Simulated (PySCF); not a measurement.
**Which basis set comes closest?**

Molecule: `N#Cc1ccccc1`, C7H5N.

Atom-mapped SMILES (the numbers label the heavy atoms): `[N:1]#[C:2][c:3]1[cH:4][cH:5][cH:6][cH:7][cH:8]1`; H(Xn) means a hydrogen on atom n.

Geometry PBE0-D3(BJ)/def2-SVP throughout; GIAO in PySCF 2.14, gas phase, one conformer, non-relativistic; equivalent atoms averaged; functional PBE0.

Reference values (estimated from measurements, as parent shift plus tabulated substituent increments; solution, not stated per compound (mostly CDCl3 or CCl4); Pretsch, Buehlmann, Badertscher, Structure Determination of Organic Compounds, 4th ed. (2009)): δ(C4/C8) = 132.0 ppm, δ(C5/C7) = 129.2 ppm, δ(C6) = 132.8 ppm, δ(H(C4)/H(C8)) = 7.66 ppm, δ(H(C5)/H(C7)) = 7.48 ppm, δ(H(C6)) = 7.62 ppm. Computed shifts are taken against TMS, calculated as an isolated molecule at each level.

How do the basis sets STO-3G, pcSseg-0, 6-31G, 6-31G*, cc-pVDZ, def2-SVP, pcSseg-1, aug-cc-pVDZ, 6-311+G(2d,p), def2-TZVP, cc-pVTZ, IGLO-III perform against the reference? Times are CPU seconds on shared hosts with different chips, so compare them loosely.

Answers


```tsv
basis set	functions	C4/C8	C5/C7	C6	H(C4)/H(C8)	H(C5)/H(C7)	H(C6)	mean abs. error C	mean abs. error H	core-s
STO-3G	45	114.5	111.3	112.9	7.62	7.38	7.40	18.4	0.12	2.9
pcSseg-0	82	144.9	139.1	142.4	7.73	7.45	7.51	10.8	0.07	6.8
6-31G	82	129.8	125.1	127.7	7.78	7.54	7.61	3.8	0.06	6
6-31G*	122	127.6	122.8	125.7	7.54	7.38	7.47	6.0	0.12	9.3
cc-pVDZ	137	132.9	128.6	131.3	7.58	7.37	7.47	1.0	0.11	15
def2-SVP	137	132.1	126.8	129.8	7.53	7.31	7.36	1.8	0.19	13
pcSseg-1	161	139.5	134.3	137.5	7.77	7.58	7.65	5.8	0.08	15
aug-cc-pVDZ	229	132.4	127.7	130.6	7.94	7.70	7.80	1.4	0.23	32
6-311+G(2d,p)	246	137.6	132.4	135.6	7.93	7.66	7.77	3.9	0.20	26
def2-TZVP	278	139.2	133.9	137.2	7.89	7.66	7.74	5.4	0.18	44
cc-pVTZ	310	138.2	133.2	136.3	7.87	7.63	7.72	4.6	0.15	50
IGLO-III	330	142.5	137.1	140.4	7.90	7.66	7.75	8.7	0.18	55
```

For ¹³C the closest is cc-pVDZ (1.0 ppm) and the furthest STO-3G (18.4 ppm).

For ¹H the closest is 6-31G (0.06 ppm, with pcSseg-0, pcSseg-1 practically level) and the furthest aug-cc-pVDZ (0.23 ppm). Where a smaller basis beats a larger one, errors probably cancel. One molecule is a small sample, and vibrational and solvent effects are absent from the calculation.

A small basis that lands close on one nucleus may do so by chance; judge by the trend and by all nuclei.
